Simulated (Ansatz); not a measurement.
**C₂H₆S, singlet: the ladder up to RCCSDT(Q)**

Geometry: MP2(full)/6-31G*, from the G2/97 set.

```xyz
9

C     0.0000    1.3667   -0.5855
S     0.0000    0.0000    0.5925
C     0.0000   -1.3667   -0.5855
H     0.0000    2.2967   -0.0145
H     0.8916    1.3457   -1.2164
H    -0.8916    1.3457   -1.2164
H     0.0000   -2.2967   -0.0145
H    -0.8916   -1.3457   -1.2164
H     0.8916   -1.3457   -1.2164
```

Basis 6-31G* (Cartesian d functions); Ansatz 0.2.0. Correlated methods freeze the noble-gas cores, which leaves 20 electrons in 54 orbitals. R marks a restricted (for open shells ROHF) determinant. Active spaces: frontier = (8e, 8o) about the gap.

Full CI isn't at hand for all of this; RCCSDT(Q) serves as the reference, and is uncertain by about the last step of the cluster series.

```
UHF ⟨S²⟩                          : 0.000
T1 diagnostic (RCCSD)             : 0.0083
largest doubles amplitude (RCCSD) : 0.042
```

```tsv
level	E − E(RHF) (eV)
RMP2	-10.5099
RCCSD	-11.6972
RCCSD(T)	-12.0257
```

Task: Estimate how far RCCSDT(Q) in 6-31G* lies from RCCSD(T). The table doesn't fix it; the size of (T) and the diagnostics are the guide.

Result: RCCSDT(Q) in 6-31G* lies 4.0 kJ/mol below RCCSD(T), which is 12 % of the (T) step (-31.7 kJ/mol). The diagnostics are small and one determinant leads, so the series closes fast and only a small part of (T) is left.

The other levels:

```csv
level,E − E(RCCSDT(Q)) (kJ/mol),share of correlation (%),wall time
CISD,168.3,85.54,4.6 s
BCCD(T),3.8,99.68,1.6 s
RCCSDT,1.5,99.87,–
CASSCF (frontier space),941.0,19.18,–
NEVPT2 (frontier space),150.8,87.04,20 s
MRCISD (frontier space),114.5,90.16,–
MRCISD+Q (frontier space),17.7,98.48,14 s (H100)
```

The correlation energy at RCCSDT(Q), counted from RHF, is -12.067 eV. That run took 4.6 s on 2 threads of AMD EPYC 7R13 with a shared H100 80 GB, shared host.

Times hold each run's SCF and search for its determinant on a shared host, so for small cases they say little of a method's own cost; rows without a card ran on 1 thread of AMD EPYC 7R13.

Atomization energy (electronic, same basis, no zero-point term; atoms at the same level, unrestricted beside the R rows where the molecule is a closed shell, with restricted open-shell steps beyond CCSDT(Q)) at RCCSDT(Q): 2914.9 kJ/mol. Errors of other levels:

| level | error (kJ/mol) |
| --- | --- |
| RHF | -531.5 |
| RMP2 | 5.7 |
| CISD | -150.0 |
| RCCSD | -24.8 |
| RCCSD(T) | -1.5 |
| BCCD(T) | -0.9 |
| RCCSDT | -1.3 |

This basis is far from its limit, so the value isn't to be set against a measured one. Truncated CI isn't size-consistent, which counts against it in atomization.
